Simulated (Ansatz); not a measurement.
Fluorite SrCl2, treated with LDA in Ansatz (PAW).

Settings: plane-wave cutoff 520 eV, 6×6×6 k mesh, scalar-relativistic PAW data made under PBE.

Computed at the level's own relaxed cell.

Hill averages of the elastic tensor: K = 44.1 GPa, G = 16.8 GPa. Volume 26.206 Å³/atom, mean atomic mass 52.842 u.

Work out the density, the sound velocities of a polycrystal and the elastic Debye temperature at this level.

ρ = 1.66054 × 52.842/26.206 = 3.348 g/cm³. v_l = √[(K + 4G/3)/ρ] = 4.457 km/s and v_t = √(G/ρ) = 2.240 km/s. The mean follows from 3/v_m³ = 1/v_l³ + 2/v_t³: v_m = 2.512 km/s. Θ_D = (ħ/k_B) v_m (6π²/V)^(1/3) = 76.38 K Å s/km × 2.512 × 1.3123 Å⁻¹ = 252 K, counting all atoms of the cell.

Ansatz is a first-principles code.
